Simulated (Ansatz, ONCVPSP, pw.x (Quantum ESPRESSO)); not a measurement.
pw.x on diamond Li: one setting changed

Potential: optimised norm-conserving Vanderbilt (ONCV), ONCVPSP 4.0.1.1 (patched build), LDA (Perdew-Wang 92); core none, reference 1s2 2s1; waves: 1s+2s: rc 0.90 bohr, ncon 4, nbas 8, qcut 11.7 1/bohr, 2 projectors; p scattering state at 0.24 Ha: rc 0.85 bohr, ncon 5, nbas 9, qcut 9.6 1/bohr, local; d scattering state at 0.03 Ha: rc 0.85 bohr, ncon 5, nbas 9, qcut 12.1 1/bohr, 1 projector; local part: the p channel; core correction: none.

The reference run (k-mesh 8³, cutoffs 150/600 Ry, Fermi–Dirac 0.01 Ry, mixing_beta 0.4, conv_thr 1e-9, no spin) gives -0.01 GPa at 23.620 Å³/atom, where all-electron LAPW gives -0.01 GPa. This run, with its own iteration cap, changes k-mesh shift to 1.

```
&control
  calculation='scf', prefix='x', pseudo_dir='./', outdir='./tmp', tstress=.true., disk_io='none'
/
&system
  ibrav=0, nat=2, ntyp=1, ecutwfc=150, ecutrho=600, nbnd=10,
  occupations='smearing', smearing='fd', degauss=0.01
/
&electrons
  conv_thr=1e-09, mixing_beta=0.4, electron_maxstep=50
/
ATOMIC_SPECIES
Li 1.0 Li.UPF
CELL_PARAMETERS angstrom
  0.00000000 2.86919433 2.86919433
  2.86919433 0.00000000 2.86919433
  2.86919433 2.86919433 0.00000000
ATOMIC_POSITIONS crystal
Li 0.0000 0.0000 0.0000
Li 0.2500 0.2500 0.2500
K_POINTS automatic
8 8 8 1 1 1
```

```bash
pw.x < Li.scf.in > Li.scf.out
```

Question: How does the run end?

Answer: It converges in 6 iterations; the free energy moves by +0.9 meV/atom and the pressure by -0.02 GPa. The result is that of the reference run.

```
Message from routine setup:
     using ibrav=0 with symmetry is DISCOURAGED, use correct ibrav instead
     lattice parameter (alat)  =       7.6679  a.u.
     unit-cell volume          =     318.7913 (a.u.)^3
     number of electrons       =         6.00
     number of Kohn-Sham states=           10
     kinetic-energy cutoff     =     150.0000  Ry
     charge density cutoff     =     600.0000  Ry
     scf convergence threshold =      1.0E-09
     Exchange-correlation= SLA  PW   NOGX NOGC
     number of k points=    60  Fermi-Dirac smearing, width (Ry)=  0.0100
     iteration #  1     ecut=   150.00 Ry     beta= 0.40
     total energy              =     -29.21356799 Ry
     estimated scf accuracy    <       0.00119315 Ry
     iteration #  2     ecut=   150.00 Ry     beta= 0.40
     total energy              =     -29.21340133 Ry
     estimated scf accuracy    <       0.00033527 Ry
     iteration #  3     ecut=   150.00 Ry     beta= 0.40
     total energy              =     -29.21342843 Ry
     estimated scf accuracy    <       0.00000231 Ry
     iteration #  4     ecut=   150.00 Ry     beta= 0.40
     total energy              =     -29.21342873 Ry
     estimated scf accuracy    <       0.00000005 Ry
     iteration #  5     ecut=   150.00 Ry     beta= 0.40
     total energy              =     -29.21342873 Ry
     estimated scf accuracy    <       0.00000001 Ry
     iteration #  6     ecut=   150.00 Ry     beta= 0.40
     the Fermi energy is     0.5529 ev
!    total energy              =     -29.21342873 Ry
     estimated scf accuracy    <          3.8E-10 Ry
     smearing contrib. (-TS)   =      -0.00345878 Ry
     The total energy is F=E-TS. E is the sum of the following terms:
     one-electron contribution =     -22.21643147 Ry
     hartree contribution      =       8.63443919 Ry
     xc contribution           =      -6.68639550 Ry
     ewald contribution        =      -8.94158218 Ry
     convergence has been achieved in   6 iterations
          total   stress  (Ry/bohr**3)                   (kbar)     P=       -0.37
     Message from routine punch:
     Nothing written, as per user request (disk_io='none')
```

The run took about 2 min on one core of a shared host (Neoverse-N1, 64 threads, 124 GiB, load 58).
